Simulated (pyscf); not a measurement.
Single points on ωB97X-D3(BJ)/def2-SVP structures (PySCF, gas phase).

**Question.** Estimate by transition-state theory the rate constant of borane (BH₃) + methanol (H₃C–OH) → H₂B–CH₂–OH + hydrogen (H₂) (singlet surface; B–H, C–H broken, B–C, H–H formed) at 600 K, with ωB97M-D3(BJ)/def2-TZVP energies (ideal gas, 1 atm, RRHO with modes under 100 cm⁻¹ raised to 100, one conformer, R ln 2 for chiral ones without a mode under 150 cm⁻¹; no tunnelling).

**Answer.** The electronic barrier is 17.4 kcal/mol and the thermal terms add +20.6, so ΔG‡ = 38.0 kcal/mol. With k_BT/h = 1.25e+13 s⁻¹ and RT = 1.192 kcal/mol, and a volume of 8.18e-20 cm³ per molecule at 1 atm, k = 1.5e-20 cm³ molecule⁻¹ s⁻¹. Wigner's tunnelling factor for 1103i cm⁻¹ would be 1.29. A shift of 1 kcal/mol in the barrier changes k by a factor 2.3. The reactants may also form a dative adduct at BH₃; it and routes through it were not searched. At the saddle there is also a short B–H contact that neither side keeps. The same reactants have a lower exit, to H₂B–O–CH₃ + H₂ (barrier +4.2 kcal/mol at ωB97M-D3(BJ)/def2-TZVP, against +17.4 kcal/mol here). H₂B–CH₂–OH is closed by a dative B–O contact. H₂B–CH₂–OH lies 59.2 kcal/mol over its isomer H₃C–BH–OH (electronic energy, ωB97M-D3(BJ)/def2-TZVP). This is the saddle that the search found; another between the same sides may lie lower.
